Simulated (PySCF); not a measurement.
Ionisation energies (eV) were calculated with PySCF 2.14 by LDA, MP2 (valence), PBE0, in another order, as differences of total energies without spin-orbit coupling. The measured values are between term centres (NIST).

```json
{"species": "B⁺ (aug-cc-pV5Z, non-relativistic)", "measured": "25.155", "A": "24.496", "B": "24.561", "C": "24.553"}
{"species": "F⁺ (aug-cc-pV5Z, non-relativistic)", "measured": "34.950", "A": "34.818", "B": "35.260", "C": "35.285"}
{"species": "Ne (aug-cc-pV5Z, non-relativistic)", "measured": "21.597", "A": "21.772", "B": "21.444", "C": "22.185"}
{"species": "Al (aug-cc-pV(5+d)Z, non-relativistic)", "measured": "5.977", "A": "5.865", "B": "6.099", "C": "6.037"}
{"species": "S (aug-cc-pV(5+d)Z, non-relativistic)", "measured": "10.336", "A": "10.146", "B": "10.404", "C": "10.567"}
{"species": "In (aug-cc-pV5Z-PP with ECP28MDF, ECP)", "measured": "5.603", "A": "5.436", "B": "5.625", "C": "5.720"}
{"species": "Sn⁺ (aug-cc-pV5Z-PP with ECP28MDF, ECP)", "measured": "14.282", "A": "14.003", "B": "14.268", "C": "14.409"}
{"species": "I (aug-cc-pV5Z-PP with ECP28MDF, ECP)", "measured": "10.519", "A": "10.435", "B": "10.523", "C": "10.788"}
```

Q: Which column is which method?

A: A is MP2 (valence) (mean error -0.18 eV); B is PBE0 (mean error -0.03 eV); C is LDA (mean error 0.14 eV). Valence MP2 in a finite basis recovers only part of the missing correlation, so it stays below experiment on average. PBE0, with a quarter of exact exchange, lies close to experiment on average. LDA overbinds the outer electron and comes out highest.
